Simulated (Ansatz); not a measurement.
Born–Oppenheimer molecular dynamics of C2HS (4 atoms, charge 0, multiplicity 2). It goes on from the last frame of an earlier run, with new velocities.

Method: Ansatz, UKS PBE0-D4/def2-SVP.

```json
{"ensemble": "NVT, Langevin thermostat", "time step": "0.5 fs", "steps asked": "100", "set temperature": "1500 K", "friction": "0.02 /fs", "seed": "483292"}
```

First frame:

```xyz
4
Properties=species:S:1:pos:R:3
C -0.154 0.206 1.881
C -0.237 0.068 0.616
S -0.368 0.207 -1.047
H 0.996 -0.067 -1.603
```

How far do the bonds stretch over the last three quarters of this one trajectory? (Pairs bonded in most of those frames.)


```
 bond  mean (Å)  spread (Å)  shortest  longest
C1–C2     1.297       0.043      1.22     1.36
C2–S3     1.654       0.033      1.61     1.72
S3–H4     1.388       0.079      1.26     1.53
```

Mean temperature of the second half: 849 K. The mean temperature of the second half is 43 % below the set value. A run of 0.05 ps of so small a system gives no equilibrium averages.

Time of the run: 91 s on 1 thread of AMD EPYC 9R45 96-Core Processor (Zen 5) (shared host), peak memory 0.13 GiB.
